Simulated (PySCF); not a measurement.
Field gradients at the hydrogen positions

C3H4Cl2.
Z-matrix (Å and degrees, PBE0-D3(BJ)/def2-SVP geometry), rows numbered from 1:
```
C 
C   1  1.3322
C   2  1.4863  1  122.99
Cl  3  1.7863  2  110.25  1   117.91
Cl  3  1.7856  2  110.30  1  -120.11
H   1  1.0925  2  121.13  3  -179.89
H   1  1.0944  2  121.65  3     0.08
H   2  1.0949  1  121.72  3   179.87
H   3  1.0965  2  112.27  1    -1.04
```

Level: PBE0/pcSseg-1 (PySCF, non-relativistic); Q(2H) = 0.00286 b; rigid geometry, the same for H and D, with no vibrational averaging.

Give the electric field gradient Vzz (the principal value of largest size), its asymmetry and the 2H coupling at each hydrogen.

| atom | bonded to | bond length (Å) | Vzz (au) | η | χzz (kHz) |
| --- | --- | --- | --- | --- | --- |
| H6 | C1 | 1.093 | 0.3054 | 0.05 | 205 |
| H7 | C1 | 1.094 | 0.3020 | 0.06 | 203 |
| H8 | C2 | 1.095 | 0.2965 | 0.08 | 199 |
| H9 | C3 | 1.097 | 0.2801 | 0.01 | 188 |

A static deuteron (I = 1) shows a doublet split by (3/2)χ, (3/4)χ(1 + η) and (3/4)χ(1 − η) with the field along z, y and x of the gradient. What are these for H8?

With |χ| = 199.3 kHz and η = 0.079: 299, 161 and 138 kHz, to first order and without motion.

Isolated species at its PBE0-D3(BJ)/def2-SVP geometry (one conformer only). The basis is small and wasn't made for field gradients, so the couplings can be 20 % off.

The run behind these numbers computed NMR shieldings as well. Hardware: Arm Neoverse V1, one thread, shared host. Cost: 8.0 s.
